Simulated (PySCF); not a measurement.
**SiB from Hartree–Fock to correlated methods**

State: ⁴Σ⁻ (quartet), unpaired electrons σ ↑, π ↑↑. Set-up: basis Si cc-pV(D+d)Z, B cc-pVDZ; no relativity; PySCF 2.14. De refers to Si + B in their high-spin ground configurations, without counterpoise correction. The functionals are run spin-unrestricted. A positive dipole means Si(−)B(+).

| Level | Re (Å) | ωe (cm⁻¹) | De (eV) | μ (D) |
| --- | --- | --- | --- | --- |
| UHF | 1.874 | 866 | 2.33 | -0.08 |
| UHF-MP2 | 1.925 | 762 | 3.04 | n/a |
| UHF-SCS-MP2 | 1.922 | 756 | 2.69 | n/a |
| UHF-CCSD | 1.934 | 739 | 2.76 | n/a |
| UHF-CCSD(T) | 1.946 | 722 | 2.91 | n/a |
| PBE | 1.939 | 727 | 3.72 | -0.62 |
| r²SCAN | 1.920 | 766 | 3.66 | -0.34 |
| PBE0 | 1.914 | 770 | 3.51 | -0.47 |
| r²SCAN0 | 1.904 | 793 | 3.46 | -0.31 |
| MN15 | 1.909 | 746 | 3.55 | -0.53 |
| BHandHLYP | 1.901 | 786 | 2.98 | -0.46 |

Problem. Which functional lies closest to UHF-CCSD(T) in De, which farthest, and by how much do they differ from it?

Solution. Closest is BHandHLYP (-4.5 pm in Re, +8.9 % in ωe, +0.07 eV in De against UHF-CCSD(T) in the same basis), farthest PBE (-0.7 pm in Re, +0.7 % in ωe, +0.81 eV in De). CCSD(T) converges more slowly with the basis than the functionals do and binds too weakly in this one, so the order can change at the basis-set limit.

Problem. What does all correlation do here, going from UHF to UHF-CCSD(T)?

Solution. UHF-CCSD(T) less UHF: +7.2 pm in Re, -16.6 % in ωe, +0.58 eV in De. Correlation nearly always deepens the well. The bond lengthens, as in strong covalent bonds, where excitations into antibonding orbitals dominate.

Correlated steps freeze 6 core orbitals. Correlated levels converge slowly with the basis: in double zeta they bind strong bonds too weakly, by up to about 1 eV, and carry superposition errors of some tenths. The CCSD T1 diagnostic is raised, a sign that a single reference may not be enough here. The state is the lowest determinant that a PBE0 search found; another state may lie lower at other levels.
